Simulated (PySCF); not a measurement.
## Gas-phase XPS of `[H]/N=C\C=C(F)F`, computed

Species: C3H3F2N.
Z-matrix (Å and degrees, GFN2-xTB geometry), rows numbered from 1:
```
N 
C   1  1.2564
C   2  1.4599  1  126.88
C   3  1.3255  2  122.88  1  -179.98
F   4  1.3215  3  125.62  2     0.04
F   4  1.3238  3  124.75  2  -179.93
H   1  1.0198  2  115.14  3     0.01
H   2  1.0855  1  116.90  3   180.00
H   3  1.0801  2  118.88  1     0.05
```

The calculation used delta-SCF UKS SCAN, pcX-2 on the ionised atom, pcseg-1 elsewhere, spin-free X2C in PySCF 2.14.0. Binding energies are ΔSCF values: E(core-ionised, relaxed orbitals) − E(ground state) at a fixed geometry, referred to the vacuum level.

What binding energy does each computed site have?

```csv
atom(s),bonded to,level,binding energy (eV),above the level's lowest (eV),count
C3,"C (double bond), C and H",C 1s,291.55,0.00,1
C2,"N (double bond), C and H",C 1s,292.46,+0.91,1
C4,2 F and C (double bond),C 1s,295.93,+4.38,1
N1,C (double bond) and H,N 1s,404.45,0.00,1
F6,C,F 1s,694.47,0.00,1
F5,C,F 1s,694.61,+0.14,1
```

Lowest listed C 1s: C3, bonded to C (double bond), C and H. Highest, 4.38 eV above it: C4, bonded to 2 F and C (double bond). The widest gap between neighbouring values is 3.47 eV, between 292.46 and 295.93 eV. Summing the Pauling electronegativity differences to the bonded atoms, each weighted by its formal bond order, gives -0.35 for the lowest site and +2.86 for the highest; no listed site has a larger sum than the highest.

The 2 F 1s values lie within 0.14 eV of each other; Gaussian lines of 0.5 eV full width would blend them into one maximum.

Express the binding energy of F 1s of F6 in atomic units and per mole.

694.47 eV = 25.5213 Eh = 67006 kJ/mol.

The unrestricted hole states depart most from a pure doublet (⟨S²⟩ = 0.75; over 0.85 named) for C 1s of C2 (0.86) and C 1s of C4 (0.88), which makes these values less certain. Isolated species at its GFN2-xTB geometry (one conformer only).
